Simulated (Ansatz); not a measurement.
A nudged elastic band was laid between two geometries of C2H4S (7 atoms, charge 0, multiplicity 1).

All numbers below come from RHF/cc-pVDZ in Ansatz.

```yaml
movable_images: 9
climbing_image: yes
spring: 5.0 eV/Å²
optimiser: quadratic models (default)
start_path: IDPP
force_threshold: 0.03 eV/Å
iteration_limit: 60
end_points: relaxed
```

Image 0:

```xyz
7
Properties=species:S:1:pos:R:3
C -0.913 0.310 -0.556
C 0.196 0.227 0.156
S 0.711 -1.274 0.962
H -1.538 -0.554 -0.750
H -1.235 1.261 -0.962
H 0.811 1.099 0.339
H 2.029 -1.137 0.765
```

Image 10:

```xyz
7
Properties=species:S:1:pos:R:3
C -0.912 0.308 -0.559
C 0.195 0.228 0.158
S 0.709 -1.271 0.969
H -1.232 1.259 -0.967
H -1.534 -0.556 -0.753
H 0.809 1.101 0.342
H 2.026 -1.138 0.766
```

What changes between the two ends?

No bond is made or broken. The dihedral H4–C1–C2–S3 goes from -4 to 175°. The two ends are copies of one structure, up to a mirror image or an exchange of like atoms.

Give the energies along the band, and the barrier.

It converged. The highest image is number 5 of 0 to 10, 3.95 eV above the ends, which have the same energy within 2 meV. Neighbouring images differ by up to 1.5 eV, so the band resolves the path poorly. A vibrational analysis at the climbing image gives one clearly imaginary mode, 2046i cm⁻¹: a first-order saddle point.

| image | path coordinate (Å) | energy (eV) | dihedral H4–C1–C2–S3 (°) |
| --- | --- | --- | --- |
| 0 | 0.00 | 0.00 | -4 |
| 1 | 0.45 | 0.01 | -2 |
| 2 | 0.89 | 0.31 | -20 |
| 3 | 1.34 | 1.25 | -36 |
| 4 | 1.79 | 2.74 | -45 |
| 5 | 2.24 | 3.95 | -54 |
| 6 | 2.68 | 2.76 | -86 |
| 7 | 3.12 | 1.27 | -118 |
| 8 | 3.56 | 0.33 | -150 |
| 9 | 4.00 | 0.01 | 179 |
| 10 | 4.45 | 0.00 | 175 |

What is the geometry of the highest image?


```xyz
7
Properties=species:S:1:pos:R:3
C -0.809 0.360 -0.987
C 0.323 0.164 -0.142
S 0.368 -0.728 1.326
H -1.189 -0.658 -1.207
H -1.598 0.769 -0.326
H 1.306 0.589 -0.373
H 1.660 -0.564 1.664
```

The band took 41 iterations and of the order of 4 core-minutes.

Run time: 4.3 min on 1 thread of Intel(R) Xeon(R) Platinum 8375C CPU @ 2.90GHz (Ice Lake) (shared host), peak memory 0.13 GiB.
